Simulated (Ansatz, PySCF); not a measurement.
Gas-phase enthalpy of formation at 298 K, by the atomisation route, of [C-]#[S+] (CS) (SMILES; CS, methanidylidynesulfanium). Each molecule is optimised on its own at B3LYP-D3(BJ)/def2-TZVP (Ansatz, a first-principles code). Cores are frozen in the correlated levels unless marked. Open shells are spin-unrestricted. Spin-orbit coupling is left out. No relativistic terms. Basis-set limits of correlation are two-point, X^-3; Hartree-Fock from the larger set (for Q and 5 zeta extrapolated as (X+1)exp(-9√X)). Thermal terms are rigid-rotor harmonic-oscillator values from B3LYP-D3(BJ) frequencies (PySCF) at 298.15 K and 1 atm. 1 Eh = 627.5095 kcal/mol.

| species | count | E, CCSD(T)/CBS(cc-pV(Q+d)Z,cc-pV(5+d)Z) (Ansatz) (Eh) | E, PBE/def2-TZVPD (Ansatz) (Eh) | measured ΔHf at 0 K (kcal/mol) | H(298) - H(0) of the element (kcal/mol) |
|---|---|---|---|---|---|
| [C-]#[S+] (CS) | 1 | -435.73750 | -436.02136 | - | - |
| C atom | 1 | -37.78969 | -37.79605 | 169.98 | 0.25 |
| S atom | 1 | -397.67542 | -397.93910 | 65.66 | 1.05 |

Molecule: zero-point energy 1.87, H(298) - H(0) 2.08 kcal/mol. The route leaves out scalar relativity and anharmonic zero-point terms, the atoms' spin-orbit terms, and in the frozen-core level the core correlation. Atomic data: G2/97 table in ASE.

Q: Work out De, D0 and ΔHf at 0 and 298 K at both levels, and their errors against the measured value.

A: 
The atoms' values sum to 235.64 (0 K) and 1.30 (thermal), in kcal/mol.
- CCSD(T)/CBS(cc-pV(Q+d)Z,cc-pV(5+d)Z): De = 170.93; D0 = 170.93 - 1.87 = 169.06; ΔHf(0 K) = 235.64 - 169.06 = 66.58; ΔHf(298 K) = 66.58 + 2.08 - 1.30 = 67.36; error +0.5.
- PBE/def2-TZVPD: De = 179.60; D0 = 179.60 - 1.87 = 177.73; ΔHf(0 K) = 235.64 - 177.73 = 57.91; ΔHf(298 K) = 57.91 + 2.08 - 1.30 = 58.69; error -8.2.
Measured: 66.9 kcal/mol (G2/97 table in ASE (Curtiss et al.)). This is an older compilation, not checked against later work.
